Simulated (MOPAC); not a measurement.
MOPAC input (PM3):

```
PM3 PRECISE GNORM=0.05 LET XYZ GEO-OK AUX(PRECISION=9) THREADS=1
Na2

Na   -0.00000000 1   -0.00000000 1   -1.52722632 1
Na    0.00000000 1    0.00000000 1    1.52722632 1
```

Output:

```
 *******************************************************************************
 **                                                                           **
 **                              MOPAC v23.2.5                                **
 **                                                                           **
 *******************************************************************************
 ** MOPAC's Digital Object Identifier: https://doi.org/10.5281/zenodo.6511958 **
 **                                                                           **
 ** Please cite the open-source release paper for use of this MOPAC version:  **
 ** J. E. Moussa and J. J. P. Stewart (2026)                                  **
 ** MOPAC: An open-source semiempirical molecular orbital program             **
 ** J. Open Source Softw., 11(119), 8025, https://doi.org/10.21105/joss.08025 **
 *******************************************************************************

                              PM3 CALCULATION RESULTS

 *******************************************************************************
 *  PM3        - The PM3 Hamiltonian to be used
 *  GEO-OK     - OVERRIDE INTERATOMIC DISTANCE AND OTHER SAFETY CHECKS
 *  LET        - OVERRIDE SOME SAFETY CHECKS
 *  PRECISE    - TIGHTER CRITERIA TO BE USED
 *  XYZ        - CARTESIAN COORDINATE SYSTEM TO BE USED
 *  GNORM      - EXIT WHEN GRADIENT NORM DROPS BELOW 0.050
 *  AUX        - OUTPUT AUXILIARY INFORMATION
 *******************************************************************************
PM3 PRECISE GNORM=0.05 LET XYZ GEO-OK AUX(PRECISION=9) THREADS=1
 Na2

   ATOM   CHEMICAL          X               Y               Z
  NUMBER   SYMBOL      (ANGSTROMS)     (ANGSTROMS)     (ANGSTROMS)

     1      Na         -0.00000000  *  -0.00000000  *  -1.52722632  *
     2      Na          0.00000000  *   0.00000000  *   1.52722632  *

          CARTESIAN COORDINATES

    NO.       ATOM           X           Y           Z

     1        Na         -0.0000     -0.0000     -1.5272
     2        Na          0.0000      0.0000      1.5272

 Na: (PM3): J. J. P. STEWART, J. MOL. MOD., 10, 155-164 (2004)

           Empirical Formula: Na2  =     2 atoms

      MOLECULAR POINT GROUP   :   D*h

      RHF CALCULATION, NO. OF DOUBLY OCCUPIED LEVELS = 1

          Geometry optimization using EF

          DIAGONAL MATRIX USED AS START HESSIAN

 CYCLE:     1  GRAD.:    18.724 HEAT:  44.77163
 CYCLE:     2  GRAD.:     9.302 HEAT:  43.46101
 CYCLE:     3  GRAD.:     0.345 HEAT:  43.01908
 CYCLE:     4  GRAD.:     0.014 HEAT:  43.01846

     GRADIENT =  0.01435 IS LESS THAN CUTOFF =  0.05000

 -------------------------------------------------------------------------------
 PM3 PRECISE GNORM=0.05 LET XYZ GEO-OK AUX(PRECISION=9) THREADS=1
 Na2

     GEOMETRY OPTIMISED USING EIGENVECTOR FOLLOWING (EF).
     SCF FIELD WAS ACHIEVED

                              PM3 CALCULATION
                                                       MOPAC v23.2.5 Linux

          FINAL HEAT OF FORMATION =         43.01845 KCAL/MOL =     179.98920 KJ/MOL

          COSMO AREA              =        142.63 SQUARE ANGSTROMS
          COSMO VOLUME            =        144.91 CUBIC ANGSTROMS

          GRADIENT NORM           =          0.01435          =       0.01015 PER ATOM
          IONIZATION POTENTIAL    =          5.659658 EV
          HOMO LUMO ENERGIES (EV) =         -5.660 -2.724
          NO. OF FILLED LEVELS    =          1
          MOLECULAR WEIGHT        =         45.9795         POINT GROUP:  D*h

          MOLECULAR DIMENSIONS (Angstroms)

            Atom       Atom       Distance
           Na     2   Na     1     3.32258
           Na     2   Na     1     0.00000
           Na     1   Na     2     0.00000

          SCF CALCULATIONS        =          5

   ATOM   CHEMICAL          X               Y               Z
  NUMBER   SYMBOL      (ANGSTROMS)     (ANGSTROMS)     (ANGSTROMS)

     1      Na          0.00000000  *   0.00000000  *  -1.66128834  *
     2      Na         -0.00000000  *  -0.00000000  *   1.66128834  *

                             CARTESIAN COORDINATES

   1   Na        0.000000000     0.000000000    -1.661288337
   2   Na       -0.000000000    -0.000000000     1.661288337

           Empirical Formula: Na2  =     2 atoms

      MOLECULAR POINT GROUP   :   D*h

                  EIGENVALUES
  -5.65966  -2.72409  -2.72409  -0.37519  -0.37519   1.44897   4.91467   4.99819

              NET ATOMIC CHARGES AND DIPOLE CONTRIBUTIONS

  ATOM NO.   TYPE          CHARGE      No. of ELECS.   s-Pop       p-Pop
    1         Na          -0.000000        1.0000     0.03136     0.96864
    2         Na           0.000000        1.0000     0.03136     0.96864
 DIPOLE           X         Y         Z       TOTAL
 POINT-CHG.    -0.000    -0.000     0.000     0.000
 HYBRID        -0.000    -0.000     0.000     0.000
 SUM           -0.000    -0.000     0.000     0.000

          ATOMIC ORBITAL ELECTRON POPULATIONS

     Atom    s        px        py        pz
    1 Na   0.03136   0.00000   0.00000   0.96864
    2 Na   0.03136   0.00000   0.00000   0.96864

 **********************
 *                    *
 * JOB ENDED NORMALLY *
 *                    *
 **********************

 == MOPAC DONE ==
```
